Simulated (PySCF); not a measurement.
## Worked example: AlO⁺, quintet against AlO⁺, triplet

Geometry (PBE0/def2-TZVP stationary point of a triplet), kept for both states (AlO⁺, triplet: Π; AlO⁺, quintet: Π):

```tsv
atom	x (Å)	y (Å)	z (Å)
Al	0.0000	0.0000	0.0000
O	0.0000	0.0000	1.7329
```

Basis cc-pVDZ; PySCF 2.14.0. Correlated methods freeze the noble-gas cores. Prefix R: restricted or restricted open-shell reference; prefix U: unrestricted.

Full CI isn't at hand for all of this; RCCSDT serves as the reference. It lacks quadruple excitations. The frozen core follows each run's orbitals, which can shift R against U totals by a few meV.

```tsv
level	E(AlO⁺, triplet) (hartree)	E(AlO⁺, quintet) (hartree)
UHF	-316.452668	-316.304166
UMP2	-316.616316	-316.413570
UCCSD(T)	-316.636194	-316.433830
PBE	-317.035061	-316.809745
PBE0	-317.056301	-316.844999
RCCSDT	-316.636980	-316.434035
```

Task: Give the vertical gap, AlO⁺ quintet less AlO⁺ triplet, at each level in eV (1 hartree = 27.2114 eV), and each error against RCCSDT.

Result: RCCSDT: (-316.434035 − (-316.636980)) × 27.2114 = 5.522 eV (the reference)
PBE0: (-316.844999 − (-317.056301)) × 27.2114 = 5.750 eV, error 0.228 eV
PBE: (-316.809745 − (-317.035061)) × 27.2114 = 6.131 eV, error 0.609 eV
UCCSD(T): (-316.433830 − (-316.636194)) × 27.2114 = 5.507 eV, error -0.015 eV
UMP2: (-316.413570 − (-316.616316)) × 27.2114 = 5.517 eV, error -0.005 eV
UHF: (-316.304166 − (-316.452668)) × 27.2114 = 4.041 eV, error -1.481 eV

Total energies of functionals can't be set beside those of wave-function methods, since they hold the core's correlation and their own absolute errors; only the differences compare.

In so small a basis the reference is far from its limit while semilocal and hybrid functionals are nearer theirs, so the functionals' errors here hold much of the reference's basis and frozen-core error, which can add to them or hide them.

Each level lands on the state that its own search finds. T1 diagnostics of restricted CCSD: 0.039 and 0.016.
